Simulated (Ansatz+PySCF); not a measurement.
singlet C4H10: levels of theory in one basis

```xyz
14

H    -0.0246    0.0019    1.5173
C     0.0495   -0.0043    0.3730
C     1.4334   -0.0456   -0.0959
C    -0.7329    1.2981   -0.0639
C    -0.7744   -1.2739   -0.0900
H     1.4840   -0.0154   -1.1608
H     1.9550    0.8685    0.2430
H     1.9696   -0.9209    0.2366
H    -0.7231    1.3141   -1.1602
H    -1.7539    1.3291    0.2628
H    -0.2500    2.1781    0.3112
H    -0.7605   -1.3033   -1.1470
H    -0.2630   -2.1643    0.2348
H    -1.7976   -1.3138    0.2460
```

Basis set: def2-SVP (spherical functions). Frozen core: 4 orbitals. Charge 0, multiplicity 1.

Computed with Ansatz (development build ahead of 0.2.0); each method stands on the lowest determinant of its kind that the runs found.

```tsv
method	E − E(RHF) (eV)	<S²> of the determinant
RHF	0.00	0.00
```

**Question.** What does RHF-MP2 give on the same scale?

**Answer.** -16.05 eV.

**Question.** Is a single determinant a sound starting point here?

**Answer.** By this sign, yes. Unrestricted orbitals gain 0.00 eV and <S²> is 0.00 against 0.00 for a pure state.
